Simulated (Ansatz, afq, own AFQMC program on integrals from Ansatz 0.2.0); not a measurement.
Integrals from Ansatz 0.2.0, then the random walk in our own AFQMC program (afq).

```yaml
crystal:
  periodic: [false, false, false]
  atoms:
    - {symbol: N, position_ang: [0.000000, -0.129220, 0.530635]}
    - {symbol: N, position_ang: [0.000000, 0.078417, -0.615382]}
    - {symbol: H, position_ang: [0.000000, 0.705987, 1.177680]}
basis:
  gaussian: {orbitals: cc-pVDZ}
magnetization: {spin_polarized: true, initial_magnetization: 1}
correlation: {method: ccsd_t, electrons: outside_noble_gas, hamiltonian_folder: ham}
```

```sh
$ ansatz run in.yaml --threads 1 --pin off --events-out ev --progress --plain --max-ram 16896MiB --backend cuda --devices 0, --max-vram 18GiB
```

Options of the walk:

```
--method phaseless --trial cisd --walkers 4000 --populations 20 --least-time 60 --time-step 0.005 --steps-per-block 50 --equilibration-blocks 28 --max-blocks 4000 --target-error 0.0002 --factor-cut 1e-05 --start spin_pure --seed 5811 --release-times 0.24,0.51,0.99,1.62,2.4 --release-step 0.03 --release-every 3 --taylor-order 6
```

Times are imaginary, in 1/Eh. The walk had a cap of 122 s. With eight or more populations the least sampling time is a fifth of least-time, and the error comes from their spread.

Output of the walk:

```
orbitals 31  electrons 6 5  factors 237 of 319
reference energy -109.43762905 Eh
CCSD correlation -0.31298199 Eh in 11 cycles, weight of the determinant in the CISD state 0.8641
energy of the start -109.743858 Eh
 block  time / (1/Eh)  mean weight  energy / Eh
     1     0.250  1.0002  -109.745476
     2     0.500  1.0004  -109.751614
     3     0.750  1.0001  -109.754767
     4     1.000  0.9997  -109.757071
     5     1.250  1.0001  -109.758680
     7     1.750  0.9999  -109.760450
     9     2.250  0.9998  -109.761883
    13     3.250  1.0000  -109.763634
    19     4.750  1.0001  -109.763123
    25     6.250  1.0000  -109.763425
    31     7.750  1.0002  -109.765578
    37     9.250  0.9999  -109.764149
    43    10.750  1.0003  -109.763812
    49    12.250  1.0003  -109.762449
    55    13.750  1.0001  -109.762090
    61    15.250  1.0003  -109.761195
    67    16.750  0.9998  -109.764958
    73    18.250  0.9996  -109.763959
    79    19.750  1.0004  -109.762504
    85    21.250  1.0003  -109.762902
    91    22.750  0.9999  -109.761884
    97    24.250  1.0000  -109.762395
   103    25.750  1.0000  -109.763172
   109    27.250  1.0002  -109.761985
   115    28.750  0.9999  -109.762137
   121    30.250  1.0002  -109.763258
   127    31.750  1.0000  -109.761887
error from the spread of 20 populations
released: time / (1/Eh)  energy / Eh  error  mean overlap
  0.24  -109.763169  0.000154  0.9996
  0.51  -109.763277  0.000142  0.9972
  0.99  -109.763359  0.000125  0.9946
  1.62  -109.763285  0.000181  0.9889
  2.40  -109.763477  0.000168  0.9792
energy -109.762926 +/- 0.000198 Eh
(rows thinned)
```

The run passed its tests (sampling time, drift between the halves within three errors, error under three times the target), which doesn't prove that it has relaxed.

Against this walk (error 5.4 meV) on the same determinant: CCSD(T) 41.4 meV higher, CCSDT(Q) 13.5 meV lower. The error is statistical and leaves out the bias of the constraint. Released to 2.40 1/Eh the energy lies 15 ± 7 meV (both errors) below the phaseless value, which shows part or all of the bias of the constraint, and CCSDT(Q) lies 1.5 meV above the released value.

Cautions: constraint bias not in the error; unrestricted determinant slightly spin contaminated (⟨S²⟩ 0.84 against 0.75).

The walk took 68 s on 1 × NVIDIA H100 80GB HBM3 with 2 threads of AMD EPYC 7R13 Processor (Zen 3) (shared host) (the card was shared). The log's last line is the phaseless energy.

CCSDT and higher add their correlation energy to the determinant of the CCSD(T) run, since their own runs factorise the integrals more tightly (a shift of under 2 meV). A walk keeps the symmetry of its determinant, which the program's search chose and which needn't be the lowest solution, so a lower state of the same spin and another symmetry isn't excluded.
